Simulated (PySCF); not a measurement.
Compound: C3H4FN.
Atom-mapped SMILES: `[CH3:1][C@@H:2]([F:3])[C:4]#[N:5]` (hydrogens: H6, H7, H8 on C1; H9 on C2)

A GFN2-xTB structure was refined with PBE0-D3(BJ)/def2-SVP geometry optimisation, gas phase (PySCF 2.14.0). Its GFN2-xTB values:

| coordinate | GFN2-xTB |
| --- | --- |
| C1–C2 | 1.525 Å |
| C1–H6 | 1.088 Å |
| C2–F3 | 1.381 Å |
| C2–C4 | 1.455 Å |
| C2–H9 | 1.101 Å |
| C4≡N5 | 1.141 Å |
| C1–C2–F3 | 109.7° |
| C1–C2–C4 | 110.7° |
| C2–C4–N5 | 178.9° |
| F3–C2–C4 | 109.5° |

Task: How do these coordinates change at the PBE0-D3(BJ)/def2-SVP level?

Result: 
| coordinate | PBE0-D3(BJ)/def2-SVP (Å or °) | change |
| --- | --- | --- |
| C2–C4 | 1.473 | +0.018 |
| C4≡N5 | 1.156 | +0.015 |
| C1–C2 | 1.513 | -0.012 |
| C1–H6 | 1.099 | +0.011 |
| C2–F3 | 1.371 | -0.010 |
| C2–H9 | 1.105 | +0.004 |
| C1–C2–C4 | 111.8 | +1.1 |
| F3–C2–C4 | 109.0 | -0.5 |
| C1–C2–F3 | 110.1 | +0.4 |
| C2–C4–N5 | 178.9 | 0.0 |

The energy falls by 0.81 kcal/mol over 8 energy and gradient evaluations, the largest force component goes from 0.0303 to 3.8e-04 Eh/bohr, and the atoms move by 0.022 Å rms after alignment. The bond that changes most is C2–C4 (sp3 C–F carbon to nitrile carbon), which lengthens by 0.018 Å. Bonds longer at the end by more than 0.005 Å: 5 of 8; shorter: 2. Rotational constants go from 8785, 4082, 3016 to 8875, 4009, 2983 MHz.

The run used 90 basis functions and 56 SCF cycles in all. Time: 16 s. Hardware: Arm Neoverse V2, one thread, no GPU (shared host).

No frequency check.
